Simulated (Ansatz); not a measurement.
# Si2Cl (sextet): from Hartree-Fock to the top rungs, def2-QZVPP

One table from this session's results is given with a row withheld; the runs are named, their logs left out.

Method: def2-QZVPP, core rule «outside noble gas», up to 15 orbitals frozen; program: Ansatz 0.2.0, Gaussian basis.

The runs, in order: UHF; ROHF; CCSD(T) on UHF.

### What is computed

The geometry is a PBE0/def2-TZVP stationary point (not a proven minimum) of the parent state, kept for this charge and spin.

3 atoms, charge 0, spin multiplicity 6.

Atoms are counted from 1 here; the program's logs count them from 0.

Bond lengths: Cl1–Si2 2.077 Å, Si2–Si3 2.325 Å. Angles: Cl1–Si2–Si3 112.0°.

As a file:

```xyz
3

Cl    0.0000   -0.3697    1.6350
Si    0.0000    0.8499   -0.0466
Si    0.0000   -0.3832   -2.0174
```

The first run:

The input, in.yaml:

```yaml
crystal:
  periodic: [false, false, false]
  atoms:
    - {symbol: Cl, position_ang: [0.000000, -0.369686, 1.635032]}
    - {symbol: Si, position_ang: [0.000000, 0.849888, -0.046560]}
    - {symbol: Si, position_ang: [0.000000, -0.383225, -2.017380]}
basis:
  gaussian: {orbitals: "def2-QZVPP.json"}
magnetization: {spin_polarized: true, initial_magnetization: 5}
hamiltonian: {xc: hf}
output: {orbitals: {seedname: orbitals}}
```

Command:

```
$ ansatz run in.yaml --threads 1 --pin off --events-out ev --progress --plain --max-ram 2393MiB
```

Steps of the session up to this table: UHF; ROHF; CCSD(T) on UHF.

One of the session's tables, all rows but one given; the rest of the session is left out.

It belongs to the step «Misses and costs». 

| method | from UCCSD(T) (kJ/mol) |
| --- | --- |
| ROHF | +1039.3 |
| UHF | ? |
| UMP2 | +145.7 |
| UCCSD | +53.4 |
| UCCSD(T) | 0 |

**Question.** Estimate the row for UHF.

**Answer.** from UCCSD(T) (kJ/mol): +1031.4. In the column «from UCCSD(T) (kJ/mol)» it lies between UMP2 (+145.7) and ROHF (+1039.3).
